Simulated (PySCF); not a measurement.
All numbers come from PySCF, PBE0, basis P def2-TZVP, H def2-TZVP (no relativity, density fitting).

Each entry is the lowest minimum that a search over a few typed start shapes (and spin states, where more than one is plausible) found, or that minimum re-optimised at the stated level; isomers with ligand–ligand bonds, or fragments after loss of a ligand pair, can lie lower. Open shells are unrestricted.

PH₂ is a doublet of C2v symmetry with P–H 1.424 Å (×2); H–P–H 91.5°. Its wavenumbers are 1119, 2391, 2402 cm⁻¹.

Question: What changes when one electron is removed, giving PH₂⁺?

Answer: It costs 10.00 eV between the minima (10.00 eV with zero-point energy). PH₂⁺ is a singlet of C2v symmetry with P–H 1.429 Å (×2); H–P–H 91.7°; wavenumbers 1126, 2388, 2401 cm⁻¹.
